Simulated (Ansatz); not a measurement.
# SiNH₄ (doublet): from Hartree-Fock to the top rungs at distance N1–H4 along a hydrogen transfer = 1.012 Å, cc-pVDZ

One table from this session's results is given with a row withheld; the runs are named, their logs left out.

Program: Ansatz 0.2.0, Gaussian basis. Level of theory: cc-pVDZ, core rule «outside noble gas», up to 6 orbitals frozen. These are calculated values, not measurements.

Plan: UHF; CCSD(T) on ROHF; CCSD(T) on UHF; BCCD(T) on ROHF; CISD; CCSDT(Q) on ROHF; CCSDT(Q) on UHF; CASSCF and MRCISD+Q, 3 electrons in 3 orbitals; CASSCF and NEVPT2, 3 electrons in 3 orbitals.

8 further runs of the same task are left out: 6 that didn't finish, 2 set aside as unsound or not needed.

## The system

The geometry derives from fragments relaxed apart (PBE0/def2-TZVP) and kept rigid, so it is no stationary point. A hydrogen atom is moved between rigid fragments.

6 atoms, charge 0, spin multiplicity 2.

Atoms are counted from 1 here; the program's logs count them from 0.

Bond lengths: N1–H2 1.012 Å, N1–H3 1.012 Å, N1–H4 1.012 Å, Si5–H6 1.532 Å. Angles: H2–N1–H3 107.1°, H2–N1–H4 107.1°, H3–N1–H4 107.1°.

Set-up of the first run:

File in.yaml:

```yaml
crystal:
  periodic: [false, false, false]
  atoms:
    - {symbol: N, position_ang: [-1.990202, 0.019973, -0.019236]}
    - {symbol: H, position_ang: [-2.287482, 0.987807, -0.019236]}
    - {symbol: H, position_ang: [-2.287481, -0.382326, 0.861023]}
    - {symbol: H, position_ang: [-0.977741, 0.019973, -0.019236]}
    - {symbol: Si, position_ang: [1.136798, 0.019973, -0.019236]}
    - {symbol: H, position_ang: [1.533233, -1.459540, -0.019236]}
basis:
  gaussian: {orbitals: cc-pVDZ}
magnetization: {spin_polarized: true, initial_magnetization: 1}
hamiltonian: {xc: hf}
output: {orbitals: {seedname: orbitals}}
```

The run is started by

```sh
> ansatz run in.yaml --threads 1 --pin off --events-out ev --progress --plain --max-ram 2393MiB
```

Among the steps run: UHF; CCSD(T) on ROHF; CCSD(T) on UHF; BCCD(T) on ROHF; CISD; CCSDT(Q) on ROHF; CCSDT(Q) on UHF; CASSCF and MRCISD+Q, 3 electrons in 3 orbitals; CASSCF and NEVPT2, 3 electrons in 3 orbitals.

One table of the session follows, with a row left open; its other results are not shown here.

| method | from UCCSDT(Q) (meV) |
| --- | --- |
| ROHF | +8381.3 |
| UHF | +8264.9 |
| RMP2 | +1267.1 |
| UMP2 | +1280.2 |
| CISD | ? |
| RCCSD | +213.3 |
| UCCSD | +210.2 |
| RCCSD(T) | +36.4 |
| UCCSD(T) | +36.0 |
| BCCD(T) | +36.2 |
| RCCSDT | +12.4 |
| UCCSDT | +12.2 |
| RCCSDT(Q) | +0.3 |
| UCCSDT(Q) | 0 |
| CASSCF pair | +7891.7 |
| MRCISD pair | +876.0 |
| MRCISD+Q pair | +98.6 |

**Question.** Estimate the row for CISD.

The run gave: from UCCSDT(Q) (meV): +963.4. In the column «from UCCSDT(Q) (meV)» it lies between MRCISD pair (+876.0) and RMP2 (+1267.1).

Not comparable, so not listed: CASSCF and NEVPT2, 3 electrons in 3 orbitals (they don't share determinant, frozen orbitals or solution with the rows shown, or repeat one).

Caveats from the session: Restricted and unrestricted rows rest on different reference determinants; where their highest levels disagree by more than a few hundredths of an eV, they describe different states and don't form one ladder. Warnings in the runs' records: passed over end.
